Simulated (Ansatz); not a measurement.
Worked example: correlation energy of HB–CH, doublet

Geometry: a PBE0/def2-TZVP stationary point for this spin, not checked as a minimum.

```csv
atom,x (Å),y (Å),z (Å)
B,0.0000,0.0000,0.6493
C,0.0000,0.0000,-0.7007
H,0.0000,0.0000,1.8218
H,0.0000,0.0000,-1.7703
```

Basis cc-pVDZ; Ansatz 0.2.0. Correlated methods freeze the noble-gas cores, which leaves 9 electrons in 36 orbitals. R marks a restricted (for open shells ROHF) determinant, U an unrestricted one.

Full CI isn't at hand for all of this; UCCSDT(Q) serves as the reference, and is uncertain by about the last step of the cluster series.

Runs differ by some tens of microhartree through their thresholds and, for an open shell, their frozen cores, so steps under 0.03 kcal/mol mean nothing.

```tsv
level	total energy (hartree)
UHF	-63.602510
UMP2	-63.782550
UCCSD	-63.811206
UCCSD(T)	-63.818134
UCCSDT	-63.819154
UCCSDT(Q)	-63.819630
```

Problem. What is the correlation energy at UCCSDT(Q), and what share of it do UMP2 and UCCSD(T) recover?

Solution. E(corr) = -63.819630 − (-63.602510) = -0.217120 hartree = -5.908 eV. UMP2: -0.180040 / -0.217120 = 82.92 %. UCCSD(T): -0.215624 / -0.217120 = 99.31 %.

Problem. By how many kcal/mol does UCCSD(T) miss UCCSDT(Q) (1 hartree = 627.509 kcal/mol), and which steps make up the rest?

Solution. -63.818134 − (-63.819630) = 0.001496 hartree = 0.94 kcal/mol. Steps: UCCSDT − UCCSD(T) = -0.64, UCCSDT(Q) − UCCSDT = -0.30 kcal/mol. Differences between like states or geometries often cancel part of this.
